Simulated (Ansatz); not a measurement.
Born–Oppenheimer molecular dynamics of BH3NO (6 atoms, charge 0, multiplicity 2). It starts at the highest image of a converged band. Of that band: The profile has 2 maxima (images 1, 4) with wells between them (image 2): this band takes more than one step, which may be the mechanism or a detour left from its start path. Neighbouring images differ by up to 2.0 eV, so the band resolves the path poorly. A vibrational analysis at the climbing image gives one clearly imaginary mode, 1223i cm⁻¹: a first-order saddle point.

Level of theory: UKS PBE-D4/def2-SVP in Ansatz.

```yaml
ensemble: NVE (velocity Verlet)
time_step: 0.5 fs
steps_asked: 200
starting_velocities_drawn_for: 100 K
seed: 5811
```

First frame:

```xyz
6
Properties=species:S:1:pos:R:3
N -1.265 -0.472 -0.341
B -0.083 0.064 -0.400
O 1.217 -0.190 0.432
H -2.125 -0.264 -0.843
H 1.258 0.785 -0.210
H 0.999 0.077 1.361
```

Q: How far do the bonds stretch over the last three quarters of this one trajectory? (Pairs bonded in most of those frames.)

A: 
```json
{"bond": "N1–B2", "mean (Å)": "1.437", "spread (Å)": "0.084", "shortest": "1.28", "longest": "1.60"}
{"bond": "N1–H4", "mean (Å)": "1.038", "spread (Å)": "0.018", "shortest": "1.00", "longest": "1.07"}
{"bond": "N1–H5", "mean (Å)": "1.280", "spread (Å)": "0.428", "shortest": "0.94", "longest": "2.59"}
{"bond": "B2–O3", "mean (Å)": "1.409", "spread (Å)": "0.107", "shortest": "1.22", "longest": "1.62"}
{"bond": "O3–H6", "mean (Å)": "0.991", "spread (Å)": "0.014", "shortest": "0.96", "longest": "1.01"}
```

Mean temperature of the second half: 3105 K. The conserved energy stayed within 1 meV per atom of its start (net change -0.053 meV per atom), so the integration is sound. The system heated up, since it started high on the potential surface and ran downhill. A run of 0.1 ps of so small a system gives no equilibrium averages.

The run took 5.1 min on 1 thread of Arm Neoverse V1, with other jobs on the host, peak memory 0.1 GiB.
